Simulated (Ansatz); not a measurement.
We consider 1T (CdI2-type) SnSe2, described by LDA (Ansatz, a program for electronic structure, plane waves, PAW).

Run with plane-wave cutoff 520 eV, 12×12×6 k mesh (along the axes of the cell as run), Fermi–Dirac smearing 0.01 eV, scalar-relativistic PAW data made under PBE.

Properties against volume:

Shape and atoms are relaxed at each volume.

```
V (Å³/atom)  P (GPa)  smallest gap on the k mesh (eV)  c (Å)  a (Å)
-----------  -------  -------------------------------  -----  -----
23.581          1.49                            0.000  5.697  3.787
24.072          0.71                            0.061  5.799  3.792
24.563          0.00                            0.167  5.893  3.800
25.054         -0.55                            0.278  5.991  3.806
25.546         -0.94                            0.394  6.095  3.810
```

Measured, for comparison: band gap 0.98 eV (temperature not stated, not corrected to a static lattice, indirect, our sources range from 0.98 to 1.06; as tabulated in Gonzalez and Oleynik (2016), arXiv:1609.04381).

Note: the bulk modulus comes from volumes at which shape and atoms were relaxed.

Spin–orbit coupling is not included.
